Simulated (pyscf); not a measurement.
## Insertion: S=Ge: [singlet] + hydrogen chloride (HCl) -> S=GeH–Cl

Gas phase, singlet surface, charge 0. Bonds broken: Cl3–H4. Bonds formed: Ge1–Cl3, Ge1–H4. Structures and frequencies: ωB97X-D3(BJ)/def2-SVP in PySCF. MP2 and CC: frozen core, UHF for open shells. ΔMP2 is the change of the MP2 total energy from the triple- to the quadruple-zeta basis.

Transition state (Å):

```xyz
4

Ge     0.2544     0.5169    -0.9012
S      2.0537     1.0694    -1.5537
Cl    -0.1105     0.2341     1.5331
H     -0.9945     0.0987     0.0211
```

One imaginary mode, 1305i cm⁻¹; descent along it reached the two sides named.

```tsv
bond	change	reactant side (Å)	saddle	product side
Cl3–H4	breaks	1.285	1.757	2.9
Ge1–Cl3	forms	3.2	2.478	2.138
Ge1–H4	forms	3.6	1.608	1.528
```

Electronic energies relative to the separated reactants (kJ/mol):

```csv
level,barrier,reaction energy,reverse barrier
ωB97X-D3(BJ)/def2-TZVP,141.7,-59.9,201.7
PBE/def2-TZVP,103.7,-38.0,141.7
r²SCAN/def2-TZVP,109.6,-53.0,162.7
B3LYP-D3(BJ)/def2-TZVP,132.4,-32.4,164.8
PBE0-D3(BJ)/def2-TZVP,120.5,-52.1,172.5
M06-2X/def2-TZVP,138.1,-55.3,193.4
ωB97M-D3(BJ)/def2-TZVP,155.2,-31.1,186.3
HF/def2-TZVP,217.2,-33.3,250.5
MP2/def2-QZVPP,142.4,-39.7,182.1
CCSD/def2-TZVPP,168.6,-35.1,203.7
CCSD(T)/def2-TZVPP,153.9,-35.1,189.1
CCSD(T)/def2-TZVPP + ΔMP2(QZVPP),152.4,-30.6,183.0
```

With CCSD(T)/def2-TZVPP + ΔMP2(QZVPP) energies and thermal terms (ideal gas, 1 atm, RRHO with modes under 100 cm⁻¹ raised to 100, one conformer, R ln 2 for chiral ones without a mode under 150 cm⁻¹), in kJ/mol:

```json
[
 {"T (K)": "298", "ΔH‡": "146.1", "ΔG‡": "180.7", "ΔH": "-28.9", "ΔG": "+7.5"},
 {"T (K)": "600", "ΔH‡": "145.7", "ΔG‡": "216.0", "ΔH": "-28.1", "ΔG": "+44.2"},
 {"T (K)": "900", "ΔH‡": "146.3", "ΔG‡": "251.1", "ΔH": "-26.0", "ΔG": "+79.9"},
 {"T (K)": "1200", "ΔH‡": "147.0", "ΔG‡": "285.9", "ΔH": "-23.4", "ΔG": "+114.9"}
]
```

The same reactants have a lower exit, to HS–Ge:–Cl [singlet] (barrier +23.4 kJ/mol at ωB97M-D3(BJ), against +155.2 kJ/mol here). S=GeH–Cl lies 77.9 kJ/mol over its isomer HS–Ge:–Cl [singlet] (electronic energy, ωB97M-D3(BJ)). This is the saddle that the search found; another between the same sides may lie lower. The CCSD(T) − MP2 part came from Ansatz, without density fitting, on the same reference. The frozen core leaves the outer d or s,p core shells of the metals and heavy elements correlated in the MP2 and CC values, and def2-TZVPP describes them poorly, which can shift differences by a few kcal/mol. Elements up to Kr have no core potential and no relativistic terms here.
